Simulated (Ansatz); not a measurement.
`C[SiH2]O` → H₂ + `C[Si]O` at 500 K and 1 bar (silylene formation by 1,1-elimination).

Isolated molecules relaxed with PBE0-D4/def2-TZVP in Ansatz; ΔE leaves out vibrations. CCSD(T)/CBS is extrapolated from def2-TZVPP and def2-QZVPP, frozen cores. One conformer a species, not always the lowest.

```
   species  CCSD(T)/CBS energy (Eh)  H − E (kJ/mol)  S (J/(mol·K))
`C[SiH2]O`               -405.96293           214.0          347.9
        H₂                 -1.17463            41.0          145.5
  `C[Si]O`               -404.71104           161.9          333.3
```

H − E and S are ideal-gas, rigid-rotor, harmonic terms from PBE0-D4/def2-TZVP, for one conformer and one mirror image of each species. 1 Eh = 2625.50 kJ/mol, R = 8.31446 J/(mol·K).

Problem. By hand: ΔE, ΔH, ΔS and ΔG.

Solution. ΔE = (-1.17463) + (-404.71104) − (-405.96293) = 0.07726 Eh = 202.8 kJ/mol. Δ(H − E) = 41.0 + 161.9 − 214.0 = -11.1, so ΔH = 191.7 kJ/mol. ΔS = 145.5 + 333.3 − 347.9 = 130.9 J/(mol·K). ΔG = 191.7 − 500 × (130.9)/1000 = 126.2 kJ/mol.

Problem. By hand: the equilibrium constant, and the temperature at which ΔG would vanish if ΔH and ΔS stayed fixed.

Solution. log₁₀ K = −ΔG/(RT ln 10) = -13.2. ΔG = 0 at ΔH/ΔS = 1464 K.

The number of gas molecules changes by +1, which sets the sign of ΔS. A doubt of 5 kJ/mol in ΔE shifts log₁₀ K by 0.5 here. Other conformers and mirror images would add mixing entropy, several J/(mol·K) or more a flexible species. These are equilibria of isolated gas molecules and say nothing of rates. Largest T1 diagnostic: 0.014 (customary marks: 0.02 for closed shells, 0.045 for open ones).
